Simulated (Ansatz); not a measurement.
α-phase Ga was calculated with LDA in Ansatz (PAW).

Numerical settings: plane-wave cutoff 520 eV, 14×14×12 k mesh (along the axes of the cell as run), Fermi–Dirac smearing 0.05 eV, scalar-relativistic PAW data made under PBE.

Cell (relaxed at this level):

```
Ga
1.0
    2.20747    -3.74720     0.00000
    2.20747     3.74720     0.00000
    0.00000     0.00000     4.43839
Ga
4
Cartesian
  2.20747   2.57899   4.06330
  2.20747   1.16821   1.84410
  2.20747  -1.16821   2.59429
  2.20747  -2.57899   0.37509
```

Question: What does this level give for the bulk modulus B0 and pressure derivative B′ of the bulk modulus?

Answer: 
bulk modulus B0: 66.8 GPa
pressure derivative B′ of the bulk modulus: 5.3

The run finds no gap.

Note: the bulk modulus comes from volumes at which shape and atoms were relaxed.

The computed numbers hold no vibrational or temperature effects.

Computing time: roughly 25 core-minutes.

Ansatz is an electronic-structure program.
